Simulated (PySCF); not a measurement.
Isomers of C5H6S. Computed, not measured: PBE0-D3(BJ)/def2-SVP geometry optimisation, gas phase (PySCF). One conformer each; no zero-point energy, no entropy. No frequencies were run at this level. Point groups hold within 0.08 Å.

Question: Rank from lowest to highest electronic energy at this level (kcal/mol).
A. `[CH:1]#[C:2]/[CH:3]=[CH:4]\[S:5][CH3:6]` with C3–C4–S5–C6 0°
B. `Cc1cccs1`
C. `Cc1ccsc1`

Answer: B (0.0), C (0.4), A (61.0).

As drawn, the lowest has an aromatic ring, which the highest lacks; the highest has a C≡C bond and a C=C bond outside aromatic rings, which the lowest lacks. Neighbours under 2.5 kcal/mol apart (Cc1cccs1 and Cc1ccsc1) can change places with a better method, another conformer or zero-point energy.

```csv
SMILES,E (Eh),E rel (kcal/mol),dipole (D),point group,"A, B, C (MHz)"
Cc1cccs1,-591.70049,0.0,0.64,near Cs,"5286, 3118, 1986"
Cc1ccsc1,-591.69992,0.4,0.87,Cs,"6975, 2456, 1837"
C#C/C=C\SC,-591.60323,61.0,0.79,Cs,"5174, 2010, 1461"
```
